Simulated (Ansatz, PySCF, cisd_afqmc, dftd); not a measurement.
Species: HO2, charge 0, doublet. HO2 (SMILES [O]O, doublet).
B3LYP-D3(BJ)/def2-TZVP minimum from Ansatz (a first-principles code):
```
O
H 1 0.9780
O 1 1.3260 2 105.56
```
Charge 0, spin multiplicity 2.

Wanted: enthalpy of formation at 298 K (by atomisation, with ideal-gas terms from PySCF's Hessian at B3LYP-D3(BJ)/def2-TZVP and the atoms' measured values of the G2/97 table; no spin-orbit terms), in kcal/mol. Open shells are spin-unrestricted; no spin-orbit coupling. Correlated methods leave the cores frozen. Rows without X2C or -DK are non-relativistic. The Monte Carlo rows (phaseless AFQMC, CISD trial, step 0.005/hartree) carry one-sigma bars that omit the constraint's bias. Outlying blocks are dropped, and bars are widened where a walk drifts. Over all cases where full CI ran beside it in this data, AFQMC minus full CI had a median of +0.1 mEh and passed +0.4 mEh in a tenth of the cases. CBS(X,Y): correlation extrapolated as X^-3, Hartree-Fock from the larger set (Q,5: extrapolated as (X+1)exp(-9√X)). A bracket is a step between two methods taken in the basis named. Functionals run without relativity, which enters their misses. Double hybrids freeze cores in their MP2 part. 'core' is core correlation in cc-pwCVTZ, 'X2C' scalar relativity in cc-pVTZ-DK, both at CCSD(T). For partners of very few electrons the exact lower level stands in for a higher one.

Measured: 2.9 kcal/mol, 12.3 kJ/mol (Active Thermochemical Tables 1.112 (ions: stationary electron), as tabulated in the package chemicals); atomic spin-orbit terms, which the calculations lack, would raise the computed values.

```csv
level,program,enthalpy of formation at 298 K (kcal/mol),error against that value
HF/cc-pVDZ,Ansatz,112.6,109.7
r2SCAN-D4/def2-TZVPD,Ansatz + dftd4,-1.9,-4.8
r2SCAN/def2-TZVPD,Ansatz,-1.9,-4.8
B2PLYP-D3(BJ)/def2-TZVPD,Ansatz + dftd3,5.0,2.1
CCSD/cc-pVDZ,Ansatz,32.0,29.1
CCSD/aug-cc-pVQZ,Ansatz,13.0,10.1
"CCSD/CBS(cc-pVTZ,cc-pVQZ)",Ansatz,11.4,8.5
CCSDT(Q)/aug-cc-pVTZ,Ansatz,8.4,5.5
AFQMC/CISD/aug-cc-pVDZ,cisd_afqmc,20.2 ± 0.3,17.3
AFQMC/CISD/cc-pVDZ,cisd_afqmc,27.0 ± 0.3,24.1
AFQMC/CISD/aug-cc-pVTZ,cisd_afqmc,9.0 ± 0.3,6.1
AFQMC/CISD/cc-pVTZ,cisd_afqmc,11.5 ± 0.3,8.6
"CCSD(T)/CBS(cc-pVQZ,cc-pV5Z) + [CCSDTQ - CCSD(T)]/cc-pVDZ + core + X2C",Ansatz,1.9,-1.0
"CCSD(T)/CBS(cc-pVQZ,cc-pV5Z) + [CCSDT(Q) - CCSD(T)]/cc-pVTZ + [CCSDTQ - CCSDT(Q)]/cc-pVDZ + core + X2C",Ansatz,2.3,-0.6
```
